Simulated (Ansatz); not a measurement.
# SiH4O: one structure at several levels

One table from this session's results is given with a row withheld; the runs are named, their logs left out.

The runs use Ansatz 0.2.0, Gaussian basis; single points in def2-TZVPP.

Cores are frozen in the correlated methods.

## Starting geometry

6 atoms, charge 0, spin multiplicity 1.

Atoms are counted from 1 here; the program's logs count them from 0.

Bond lengths: Si1–H2 1.447 Å, Si1–H4 1.249 Å, Si1–H5 1.489 Å, H2–O3 1.252 Å, O3–H6 0.857 Å. Angles: H2–Si1–H4 120.9°, H2–Si1–H5 119.5°, H4–Si1–H5 105.5°, Si1–H2–O3 104.7°, H2–O3–H6 111.3°.

Coordinates:

```xyz
6

Si   -0.59210    0.43390   -0.48190
H     0.84440    0.27880   -0.55580
O     1.16290   -0.25740    0.53010
H    -1.33900   -0.55900   -0.34980
H    -1.17120    1.48700    0.39740
H     1.14160   -1.11250    0.47390
```

Set-up of the first run:

The input, run/in.yaml:

```yaml
crystal:
  periodic: [false, false, false]
  atoms:
    - {symbol: Si, position_ang: [-0.592100, 0.433900, -0.481900]}
    - {symbol: H, position_ang: [0.844400, 0.278800, -0.555800]}
    - {symbol: O, position_ang: [1.162900, -0.257400, 0.530100]}
    - {symbol: H, position_ang: [-1.339000, -0.559000, -0.349800]}
    - {symbol: H, position_ang: [-1.171200, 1.487000, 0.397400]}
    - {symbol: H, position_ang: [1.141600, -1.112500, 0.473900]}
basis:
  gaussian: {orbitals: def2-TZVPP}
correlation: {method: ccsd_t}
output: {forces: true}
```

No record of the launch command was kept for these runs.

Among the steps run: CCSD(T)/def2-TZVPP; PBE0-D4/def2-TZVPP; wB97M-V/def2-TZVPP; r2SCAN-D4/def2-TZVPP; PBE-D4/def2-TZVPP; wB97X-V/def2-TZVPP; BLYP-D4/def2-TZVPP.

One table of the session follows, with a row left open; its other results are not shown here.

| method | RMS force component (eV/Å) | angle to CCSD(T) forces (°) | dipole (D) |
| --- | --- | --- | --- |
| CCSD(T) | 3.679 | reference | 1.79 |
| PBE0-D4 | 3.673 | 1.5 | 1.82 |
| wB97M-V | 3.650 | 2.2 | 1.91 |
| r2SCAN-D4 | 3.674 | 1.0 | 1.76 |
| PBE-D4 | 3.798 | 2.2 | 1.69 |
| wB97X-V | ? | ? | ? |
| BLYP-D4 | 3.743 | 3.3 | 1.74 |

**Question.** Estimate the row for wB97X-V.

The run gave: RMS force component (eV/Å): 3.702; angle to CCSD(T) forces (°): 2.1; dipole (D): 1.93. In the column «RMS force component (eV/Å)» it lies between CCSD(T) (3.679) and BLYP-D4 (3.743).
